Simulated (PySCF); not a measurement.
Gas-phase reaction: 2 H₃SiCCH + 3 SiH₄ = 5 SiH₂ + C₄H₁₀ (isobutane)

Computed with PySCF and rigid-rotor harmonic-oscillator thermochemistry at 1 bar. † marks an energy on the PBE0/def2-TZVP geometry and frequencies; other levels use their own. MP2 freezes the core. 6-31G* has spherical d functions here. All species are closed-shell singlets. MP2 isn't extrapolated to the basis-set limit.

BLYP/def2-TZVP† gives ΔH°(298 K) = 637 kJ.

**Question.** What do HF/6-31G*, ωB97M-V/def2-TZVP†, MP2/def2-TZVPP† give?

**Answer.** HF/6-31G*: 576 kJ; ωB97M-V/def2-TZVP†: 611 kJ; MP2/def2-TZVPP†: 713 kJ. For scale, ΔH°(298 K) is 637 kJ at this level, 611 kJ at ωB97M-V/def2-TZVP†, and runs from 569 to 713 kJ over the 18 levels computed.
